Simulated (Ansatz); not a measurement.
[Cl···H···H], doublet in cc-pVDZ: errors against full CI

Geometry: a point of a hydrogen-transfer path between rigid fragments, not a stationary point.

```xyz
3

Cl    0.0000    0.0000   -1.1677
H     0.0000    0.0000    0.0213
H     0.0000    0.0000    1.1463
```

Basis cc-pVDZ; Ansatz 0.2.0. Only valence electrons are correlated (noble-gas cores frozen), which leaves 9 electrons in 23 orbitals. Prefix R: restricted or restricted open-shell reference; prefix U: unrestricted. Active spaces: pair = (3e, 3o) about the gap; valence = (9e, 6o) chosen from the atoms' valence shells.

Full CI is exact within this basis and frozen core; it isn't the basis-set limit. The frozen core follows each run's orbitals, which can shift R against U totals by a few meV.

For open shells CISD and CISDTQ are restricted-active-space CI with the open shells as a complete middle space.

* UHF ⟨S²⟩: 0.756
* T1 diagnostic (RCCSD): 0.0156
* largest doubles amplitude (RCCSD): 0.037
* T1 diagnostic (UCCSD): 0.0086

| level | E − E(full CI) (mEh) | share of correlation (%) | wall time |
| --- | --- | --- | --- |
| RHF | 173.81 | 0.00 | – |
| UHF | 171.76 | 1.18 | – |
| RMP2 | 20.56 | 88.17 | – |
| UMP2 | 20.36 | 88.28 | – |
| CISD | 10.14 | 94.16 | 0.57 s |
| RCCSD | 3.20 | 98.16 | – |
| UCCSD | 3.15 | 98.19 | – |
| RCCSD(T) | 0.56 | 99.68 | 0.7 s |
| UCCSD(T) | 0.55 | 99.69 | 0.69 s |
| BCCD(T) | 0.55 | 99.69 | 0.61 s |
| RCCSDT | 0.28 | 99.84 | – |
| UCCSDT | 0.28 | 99.84 | – |
| CISDTQ | 0.25 | 99.86 | 4.6 s (H100) |
| RCCSDT(Q) | 0.02 | 99.99 | 4 s |
| UCCSDT(Q) | 0.02 | 99.99 | 3.5 s |
| RCCSDTQ | 0.01 | 99.99 | 15 s (H100) |
| UCCSDTQ | 0.01 | 99.99 | 13 s (H100) |
| CASSCF (pair space) | 159.25 | 8.37 | – |
| NEVPT2 (pair space) | 20.63 | 88.13 | 0.42 s |
| CASSCF (valence space) | 157.31 | 9.49 | – |
| NEVPT2 (valence space) | 32.76 | 81.15 | 0.31 s |
| MRCISD (valence space) | 8.53 | 95.09 | – |
| MRCISD+Q (valence space) | 0.22 | 99.87 | 0.66 s |

The correlation energy at full CI, counted from RHF, is -4.729 eV. That run took 16 s on 2 threads of AMD EPYC 7R13 with a shared H100 80 GB, shared host over 74,488,220 determinants.

Times hold each run's SCF and search for its determinant on a shared host, so for small cases they say little of a method's own cost; rows without a card ran on 1 thread of AMD EPYC 7R13.

The full-CI state has the irrep A1 of C2v, in the program's axes (one component, if the state is degenerate).

Natural occupations of full CI about the gap: 1.983 1.963 1.963 1.957 0.999 0.029 0.015 0.015 0.014 0.014; effectively unpaired electrons, Σ n²(2−n)², 1.03.
